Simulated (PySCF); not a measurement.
## Spin states of SiB

Unrestricted PBE0; basis Si 3-21G, B 3-21G; no relativity; PySCF 2.14. Outer shells of the fragments: Si 3s2 3p2; B 2s2 2p1.

Followed along the bond (rough minima from three points):

```tsv
2Ms+1	unpaired	⟨S²⟩ at the start	R at minimum (Å)	Te (eV)
4	σ ↑, π ↑↑	3.75	1.96	0.00
2	σ ↓, π ↑↑	1.76	1.98	0.42
2	σ ↑, π ↑↓	1.75	1.98	0.47
2	σ ↑	0.78	1.99	1.11
2	π ↑	0.91	none in the scan	≤ 1.14
```

Solutions found at the starting distance of 1.930 Å, counted from the lowest of them; the search is not exhaustive and high or unbound solutions are not listed, so other states can lie among these:

| 2Ms+1 | unpaired | term | E (eV) | ⟨S²⟩ | ⟨Lz²⟩ | μ (D) |
| --- | --- | --- | --- | --- | --- | --- |
| 4 | σ ↑, π ↑↑ | ⁴Σ⁻ | 0.00 | 3.75 | 0.00 | -0.21 |
| 2 | σ ↓, π ↑↑ | mixed | 0.44 | 1.76 | 0.00 | -0.18 |
| 2 | σ ↑, π ↑↓ | mixed | 0.48 | 1.75 | 2.00 | -0.21 |
| 2 | σ ↑ | mixed | 1.13 | 0.78 | 2.00 | -0.20 |
| 2 | π ↑ | ²Π | 1.14 | 0.91 | 1.00 | -0.20 |
| 2 | π ↑ | ²Π | 2.12 | 0.75 | 1.00 | -2.06 |
| 4 | σ ↑↑, π ↑ | ⁴Π | 2.54 | 3.80 | 1.01 | -1.19 |
| 4 | π ↑↑↑ | ⁴Π | 3.06 | 3.92 | 1.00 | 0.26 |

A term symbol is given only where ⟨S²⟩ and ⟨Lz²⟩ are close to those of a pure state; real π, δ and φ orbitals otherwise mix terms. A positive dipole means Si(−)B(+).

3-21G is very small, so such numbers show the basis as much as the molecule.
